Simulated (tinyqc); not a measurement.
Worked calculation: coupled-perturbed Hartree-Fock on RHF in the sto-6g basis, for BH3, spin multiplicity 1. One step of it, computed by the program tinyqc.

Problem. Coupled step 1. U_ai = -(mu_ai + sum_bj [4 (ai|bj) - (ab|ij) - (aj|bi)] U_bj) / (e_a - e_i); alpha = -4 sum U_ai mu_ai.

uncoupled U, order a5, a6, a7, a8:
$$\begin{pmatrix}
-0.015164 & -0.888270 & 0.000190 & 0.000000 \\
0.000240 & 0.000602 & 0.000040 & 0.000000 \\
0.000000 & 0.000000 & 0.000000 & -0.011785 \\
0.000001 & 0.000000 & -0.011785 & 0.000000
\end{pmatrix}$$

dipole integrals <a|z|i> (bohr), order a5, a6, a7, a8:
$$\begin{pmatrix}
0.117578 & 0.814804 & -0.000136 & 0.000000 \\
-0.001984 & -0.000867 & -0.000049 & 0.000000 \\
0.000000 & 0.000000 & 0.000000 & 0.015031 \\
-0.000007 & 0.000001 & 0.015031 & 0.000000
\end{pmatrix}$$

orbital energies (hartree): MO1 -7.522609, MO2 -0.686339, MO3 -0.482135, MO4 -0.482133, MO5 0.230954, MO6 0.754296, MO7 0.793308, MO8 0.793328

Two-electron integrals over orbitals (pq|rs), unique and non-zero (hartree):
```
(11|11) 2.897961    (21|11) -0.254868   (21|21) 0.035557    (22|11) 0.611508
(22|21) -0.008924   (22|22) 0.449503    (31|11) 0.000037    (31|21) -3.67e-06
(31|22) 0.000007    (31|31) 0.007962    (32|11) 0.000006    (32|21) 3.32e-06
(32|22) 0.000051    (32|31) 0.013614    (32|32) 0.123168    (33|11) 0.559172
(33|21) -0.003600   (33|22) 0.447813    (33|31) 0.004355    (33|32) 0.062925
(33|33) 0.502019    (41|41) 0.007961    (42|41) 0.013612    (42|42) 0.123131
(43|41) -0.004359   (43|42) -0.062961   (43|43) 0.048891    (44|11) 0.559147
(44|21) -0.003601   (44|22) 0.447762    (44|31) -0.004356   (44|32) -0.062946
(44|33) 0.404331    (44|44) 0.502041    (51|11) -0.004531   (51|21) 0.000573
(51|22) -0.000409   (51|31) -1.03e-07   (51|32) -5.21e-09   (51|33) -0.000199
(51|44) -0.000199   (51|51) 0.022234    (52|11) 0.002118    (52|21) -0.000203
(52|22) -0.000606   (52|31) 2.41e-08    (52|33) -0.000348   (52|44) -0.000348
(52|51) 0.021127    (52|52) 0.069559    (53|11) -7.65e-07   (53|21) 5.31e-08
(53|22) -1.38e-07   (53|31) 0.000073    (53|32) -0.000363   (53|33) -0.000379
(53|44) 0.000379    (53|51) -3.31e-06   (53|52) -0.000007   (53|53) 0.018645
(54|41) 0.000073    (54|42) -0.000363   (54|43) 0.000379    (54|54) 0.018643
(55|11) 0.743038    (55|21) -0.009574   (55|22) 0.466998    (55|31) 1.25e-06
(55|32) 4.46e-06    (55|33) 0.442615    (55|44) 0.442601    (55|51) 0.000592
(55|52) 0.002864    (55|53) -7.57e-07   (55|55) 0.587138    (61|11) -0.294333
(61|21) 0.042424    (61|22) -0.009639   (61|31) -0.000051   (61|32) -0.000065
(61|33) -0.003652   (61|44) -0.003617   (61|51) 0.000343    (61|52) -0.000523
(61|53) -3.82e-07   (61|55) -0.007410   (61|61) 0.050874    (62|11) 0.220526
(62|21) -0.010646   (62|22) 0.040346    (62|31) -0.000023   (62|32) 0.000007
(62|33) 0.021811    (62|44) 0.021646    (62|51) -0.000507   (62|52) -0.000227
(62|53) -2.41e-06   (62|55) 0.105162    (62|61) -0.011040   (62|62) 0.069832
(63|11) -0.000704   (63|21) 0.000020    (63|22) -0.000170   (63|31) 0.003333
(63|32) -0.042067   (63|33) -0.039377   (63|44) 0.039180    (63|51) -4.81e-08
(63|52) -4.10e-06   (63|53) 0.000449    (63|55) -0.000333   (63|61) -2.03e-06
(63|62) -0.000374   (63|63) 0.057155    (64|41) 0.003308    (64|42) -0.042415
(64|43) 0.039450    (64|54) 0.000451    (64|64) 0.057548    (65|11) -0.001921
(65|21) -0.000106   (65|22) -0.001260   (65|31) -8.44e-07   (65|32) -0.000006
(65|33) -0.000588   (65|44) -0.000583   (65|51) 0.024191    (65|52) 0.066853
(65|53) -0.000065   (65|55) 0.000498    (65|61) -0.000507   (65|62) -0.001852
(65|63) 3.27e-06    (65|65) 0.071011    (66|11) 0.649267    (66|21) -0.013455
(66|22) 0.448939    (66|31) -0.000088   (66|32) -0.000717   (66|33) 0.448659
(66|44) 0.449403    (66|51) -0.001092   (66|52) -0.002230   (66|53) 3.47e-06
(66|55) 0.470840    (66|61) -0.014276   (66|62) 0.029402    (66|63) 0.000195
(66|65) -0.002824   (66|66) 0.468954    (71|41) 0.013914    (71|42) 0.020084
(71|43) -0.005385   (71|54) 0.000145    (71|64) 0.006217    (71|71) 0.024647
(72|41) 0.007502    (72|42) -0.004890   (72|43) 0.026094    (72|54) 0.000719
(72|64) 0.045648    (72|71) 0.012667    (72|72) 0.048872    (73|41) 0.003755
(73|42) 0.053752    (73|43) -0.023694   (73|54) -0.000340   (73|64) -0.029690
(73|71) 0.005990    (73|72) -0.009227   (73|73) 0.037747    (74|11) 0.201023
(74|21) -0.005586   (74|22) 0.044251    (74|31) 0.003757    (74|32) 0.053755
(74|33) 0.053443    (74|44) 0.006091    (74|51) 0.000039    (74|52) 0.001251
(74|53) -0.000340   (74|55) 0.093689    (74|61) -0.005121   (74|62) 0.066149
(74|63) -0.029695   (74|65) -0.000291   (74|66) 0.028083    (74|74) 0.104342
(75|41) 0.000259    (75|42) 0.001685    (75|43) -0.000777   (75|54) 0.016243
(75|64) -0.000569   (75|71) 0.000424    (75|72) 0.000235    (75|73) 0.000732
(75|75) 0.019766    (76|41) 0.013673    (76|42) 0.109726    (76|43) -0.057058
(76|54) -0.000481   (76|64) -0.045217   (76|71) 0.021161    (76|72) -0.010852
(76|73) 0.054505    (76|75) 0.001501    (76|76) 0.111665    (77|11) 0.692708
(77|21) -0.009915   (77|22) 0.465456    (77|31) 0.000974    (77|32) -0.027581
(77|33) 0.434435    (77|44) 0.498991    (77|51) -0.000122   (77|52) 0.000410
(77|53) 0.000452    (77|55) 0.481447    (77|61) -0.009639   (77|62) 0.043428
(77|63) 0.036567    (77|65) -0.000248   (77|66) 0.476291    (77|74) 0.040704
(77|77) 0.536839    (81|11) -0.000979   (81|21) 0.000144    (81|22) -0.000024
(81|31) 0.013914    (81|32) 0.020085    (81|33) 0.005364    (81|44) -0.005392
(81|51) 1.14e-06    (81|52) -1.71e-06   (81|53) 0.000145    (81|55) -0.000024
(81|61) 0.000089    (81|62) -0.000078   (81|63) 0.006257    (81|65) -3.06e-06
(81|66) -0.000186   (81|74) 0.005975    (81|77) 0.002799    (81|81) 0.024646
(82|11) 0.000763    (82|21) -0.000035   (82|22) 0.000139    (82|31) 0.007500
(82|32) -0.004919   (82|33) -0.026026   (82|44) 0.026180    (82|51) -1.66e-06
(82|52) -3.98e-07   (82|53) 0.000719    (82|55) 0.000362    (82|61) -0.000079
(82|62) 0.000086    (82|63) 0.045596    (82|65) -0.000007   (82|66) 0.000173
(82|74) -0.009004   (82|77) 0.032094    (82|81) 0.012664    (82|82) 0.048878
(83|11) 0.201004    (83|21) -0.005587   (83|22) 0.044201    (83|31) -0.003747
(83|32) -0.053905   (83|33) 0.005973    (83|44) 0.053572    (83|51) 0.000039
(83|52) 0.001251    (83|53) 0.000341    (83|55) 0.093676    (83|61) -0.005082
(83|62) 0.066095    (83|63) 0.029395    (83|65) -0.000286   (83|66) 0.028794
(83|74) 0.033445    (83|77) 0.063054    (83|81) -0.005993   (83|82) 0.009601
(83|83) 0.104536    (84|41) 0.003768    (84|42) 0.053614    (84|43) -0.023562
(84|54) -0.000338   (84|64) -0.029508   (84|71) 0.006014    (84|72) -0.009069
(84|73) 0.032961    (84|75) 0.000730    (84|76) 0.054356    (84|84) 0.037549
(85|11) -0.000006   (85|21) -3.05e-07   (85|22) -3.51e-06   (85|31) 0.000259
(85|32) 0.001685    (85|33) 0.000774    (85|44) -0.000779   (85|51) 0.000081
(85|52) 0.000226    (85|53) 0.016242    (85|55) 1.90e-06    (85|61) -3.07e-06
(85|62) -0.000007   (85|63) -0.000564   (85|65) 0.000172    (85|66) -0.000019
(85|74) 0.000731    (85|77) -0.000219   (85|81) 0.000424    (85|82) 0.000235
(85|83) -0.000735   (85|85) 0.019765    (86|11) -0.000120   (86|21) -0.000010
(86|22) -0.000008   (86|31) 0.013679    (86|32) 0.109555    (86|33) 0.056737
(86|44) -0.056872   (86|51) -3.22e-06   (86|52) -0.000009   (86|53) -0.000477
(86|55) -0.000024   (86|61) -0.000086   (86|62) -0.000017   (86|63) -0.044608
(86|65) -0.000014   (86|66) -0.000751   (86|74) 0.054351    (86|77) -0.028710
(86|81) 0.021177    (86|82) -0.010661   (86|83) -0.054655   (86|85) 0.001500
(86|86) 0.111275    (87|41) 0.001018    (87|42) -0.027217   (87|43) 0.032104
(87|54) 0.000451    (87|64) 0.036674    (87|71) 0.002901    (87|72) 0.031902
(87|73) -0.010948   (87|75) -0.000213   (87|76) -0.028492   (87|84) -0.010821
(87|87) 0.034145    (88|11) 0.692704    (88|21) -0.009915   (88|22) 0.465476
(88|31) -0.000881   (88|32) 0.028321    (88|33) 0.499370    (88|44) 0.434040
(88|51) -0.000122   (88|52) 0.000410    (88|53) -0.000456   (88|55) 0.481449
(88|61) -0.009621   (88|62) 0.043629    (88|63) -0.037229   (88|65) -0.000250
(88|66) 0.475905    (88|74) 0.063311    (88|77) 0.467980    (88|81) -0.002723
(88|82) -0.031866   (88|83) 0.040215    (88|85) 0.000227    (88|86) 0.029290
(88|88) 0.537228
```

Give: U after step 1; polarisability.

Solution.

U after step 1, order a5, a6, a7, a8:
$$\begin{pmatrix}
-0.008 & -1.137 & 0.000 & 0.000 \\
0.000 & 0.003 & 0.000 & 0.000 \\
0.000 & 0.000 & 0.000 & -0.011 \\
0.000 & 0.000 & -0.011 & 0.000
\end{pmatrix}$$

polarisability = 3.711 bohr^3
